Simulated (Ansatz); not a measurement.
**AlBH+ (triplet): the correlation ladder, cc-pVTZ**

The task here is to estimate one member of a computed series from the others.

Computed with Ansatz 0.2.0, Gaussian basis. Level: cc-pVTZ, core rule «outside noble gas», up to 6 orbitals frozen.

To be run: UHF; CCSD(T) on ROHF; CCSD(T) on UHF; BCCD(T) on ROHF; CCSDT(Q) on ROHF; CCSDT(Q) on UHF.

21 further runs of the same task are left out: 4 for a known fault of the program, 6 that didn't finish, 11 set aside as unsound or not needed. Runs told in other sessions of the task aren't counted.

## The system

The geometry is a PBE0/def2-TZVP stationary point (not a proven minimum) of the parent state, kept for this charge and spin.

3 atoms, charge 1, spin multiplicity 3.

Atoms are counted from 1 here; the program's logs count them from 0.

Bond lengths: B1–Al2 2.077 Å, Al2–H3 1.601 Å. Angles: B1–Al2–H3 125.0°.

Set-up of the first run:

Contents of in.yaml:

```yaml
crystal:
  periodic: [false, false, false]
  atoms:
    - {symbol: B, position_ang: [0.000000, -0.138799, 1.515922]}
    - {symbol: Al, position_ang: [0.000000, 0.096806, -0.547327]}
    - {symbol: H, position_ang: [0.000000, -1.102664, -1.608146]}
basis:
  gaussian: {orbitals: cc-pVTZ}
total_charge: 1
magnetization: {spin_polarized: true, initial_magnetization: 2}
hamiltonian: {xc: hf}
output: {orbitals: {seedname: orbitals}}
```

Started as:

```console
ansatz run in.yaml --threads 1 --pin off --events-out ev --progress --plain --max-ram 2393MiB
```

Among the steps run: UHF; CCSD(T) on ROHF; CCSD(T) on UHF; BCCD(T) on ROHF; CCSDT(Q) on ROHF; CCSDT(Q) on UHF.

One of the session's tables, all rows but one given; the rest of the session is left out.

It belongs to the step «Misses and costs». 

| method | from UCCSDT(Q) (kcal/mol) |
| --- | --- |
| ROHF | +80.42 |
| UHF | +76.89 |
| RMP2 | +20.81 |
| UMP2 | +21.75 |
| RCCSD | +3.69 |
| UCCSD | +3.50 |
| RCCSD(T) | +0.96 |
| UCCSD(T) | +0.95 |
| BCCD(T) | +0.94 |
| RCCSDT | +0.14 |
| UCCSDT | +0.11 |
| RCCSDT(Q) | ? |
| UCCSDT(Q) | 0 |

Estimate the missing values for RCCSDT(Q).

As computed: from UCCSDT(Q) (kcal/mol): +0.03. In the column «from UCCSDT(Q) (kcal/mol)» it lies between UCCSDT(Q) (0) and UCCSDT (+0.11).

To keep in mind: Restricted and unrestricted rows rest on different reference determinants; a gap between their highest levels can come from leftover correlation error, from unlike frozen cores or from another state.
